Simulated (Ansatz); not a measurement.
**CH4NSi+ (SMILES C1=[NH+][SiH2]1): single points off equilibrium**

Aim: energy, forces and dipole at a structure displaced at random from a GFN2-xTB minimum, from CCSD(T) and from density functionals.

Method: single points in def2-TZVPP; program: Ansatz 0.2.0, Gaussian basis.

Correlated methods freeze the cores.

## 1. Starting geometry

SMILES `C1=[NH+][SiH2]1`, 7 atoms, charge 1, spin multiplicity 1.

Atoms are counted from 1 here; the program's logs count them from 0.

Bond lengths: C1–N2 1.271 Å, C1–Si3 1.949 Å, C1–H4 1.060 Å, N2–Si3 1.884 Å, N2–H5 0.999 Å, Si3–H6 1.432 Å, Si3–H7 1.464 Å. Angles: N2–C1–Si3 67.9°, N2–C1–H4 126.2°, Si3–C1–H4 164.8°, C1–N2–Si3 73.4°, C1–N2–H5 125.0°, Si3–N2–H5 161.2°, C1–Si3–N2 38.7°, C1–Si3–H6 112.7°, C1–Si3–H7 115.2°, N2–Si3–H6 110.7°, N2–Si3–H7 109.8°, H6–Si3–H7 131.8°.

Geometry (Å):

| atom | x (Å) | y (Å) | z (Å) |
| --- | --- | --- | --- |
| C1 | -0.81250 | -0.54680 | -0.26070 |
| N2 | -0.10500 | 0.33280 | -0.84490 |
| Si3 | 0.59670 | 0.14610 | 0.89400 |
| H4 | -1.57130 | -1.13740 | -0.70630 |
| H5 | -0.20170 | 0.60380 | -1.80180 |
| H6 | 0.14450 | 1.20930 | 1.73920 |
| H7 | 1.86190 | -0.58880 | 0.84200 |

## 2. CCSD(T)/def2-TZVPP

run/in.yaml reads:

```yaml
crystal:
  periodic: [false, false, false]
  atoms:
    - {symbol: C, position_ang: [-0.812500, -0.546800, -0.260700]}
    - {symbol: N, position_ang: [-0.105000, 0.332800, -0.844900]}
    - {symbol: Si, position_ang: [0.596700, 0.146100, 0.894000]}
    - {symbol: H, position_ang: [-1.571300, -1.137400, -0.706300]}
    - {symbol: H, position_ang: [-0.201700, 0.603800, -1.801800]}
    - {symbol: H, position_ang: [0.144500, 1.209300, 1.739200]}
    - {symbol: H, position_ang: [1.861900, -0.588800, 0.842000]}
basis:
  gaussian: {orbitals: def2-TZVPP}
total_charge: 1
correlation: {method: ccsd_t}
output: {forces: true}
```

No record of the launch command was kept for these runs.

## 3. PBE0-D4/def2-TZVPP

Edit run/in.yaml of step 2 so:

```diff
@@ -13,3 +13,3 @@
 total_charge: 1
-correlation: {method: ccsd_t}
-output: {forces: true}
+hamiltonian: {xc: pbe0, dispersion: d4}
+output: {forces: true, orbitals: {seedname: orbitals}}
```

## 4. wB97M-V/def2-TZVPP

Edit run/in.yaml of step 3 so:

```diff
@@ -13,3 +13,3 @@
 total_charge: 1
-hamiltonian: {xc: pbe0, dispersion: d4}
-output: {forces: true, orbitals: {seedname: orbitals}}
+hamiltonian: {xc: {name: wB97M-V}}
+output: {forces: true}
```

## 5. r2SCAN-D4/def2-TZVPP

Edit run/in.yaml of step 4 so:

```diff
@@ -13,3 +13,3 @@
 total_charge: 1
-hamiltonian: {xc: {name: wB97M-V}}
+hamiltonian: {xc: r2scan, dispersion: d4}
 output: {forces: true}
```

## 6. PBE-D4/def2-TZVPP

Edit run/in.yaml of step 5 so:

```diff
@@ -13,3 +13,3 @@
 total_charge: 1
-hamiltonian: {xc: r2scan, dispersion: d4}
+hamiltonian: {xc: pbe, dispersion: d4}
 output: {forces: true}
```

## 7. BLYP-D4/def2-TZVPP

Edit run/in.yaml of step 6 so:

```diff
@@ -13,3 +13,3 @@
 total_charge: 1
-hamiltonian: {xc: pbe, dispersion: d4}
+hamiltonian: {xc: {name: BLYP}, dispersion: d4}
 output: {forces: true}
```

## 8. CAM-B3LYP-D4/def2-TZVPP

Edit run/in.yaml of step 7 so:

```diff
@@ -13,3 +13,3 @@
 total_charge: 1
-hamiltonian: {xc: {name: BLYP}, dispersion: d4}
+hamiltonian: {xc: {name: CAM-B3LYP}, dispersion: d4}
 output: {forces: true}
```

(Steps that only read results are left out.)

Q: Predict the outcome of this session. Wanted: energy less free atoms, CCSD(T)/def2-TZVPP; RMS force component; RMS force error; HOMO and LUMO, PBE0-D4; T1 diagnostic.

**Answer**, as computed:

| quantity | value |
| --- | --- |
| energy less free atoms, CCSD(T)/def2-TZVPP | -16.558 eV |
| RMS force component | 0.916 to 1.093 eV/Å over the methods |
| RMS force error | PBE0-D4 0.330, wB97M-V 0.255, r2SCAN-D4 0.253, PBE-D4 0.218, BLYP-D4 0.188, CAM-B3LYP-D4 0.360 eV/Å |
| HOMO and LUMO, PBE0-D4 | -14.58 and -7.33 eV |
| T1 diagnostic | 0.016 |

In words: Against CCSD(T) the functionals' energies less atoms differ by -1.297 to -0.664 eV, PBE-D4 by -1.297 eV. A larger basis would deepen the CCSD(T) value, while the functionals are nearly converged already, so the order here is not reliable. On forces the order runs from BLYP-D4 to CAM-B3LYP-D4. Frozen-core CCSD(T) forces in triple zeta carry basis errors of their own, and this is one geometry, so small gaps rank nothing.
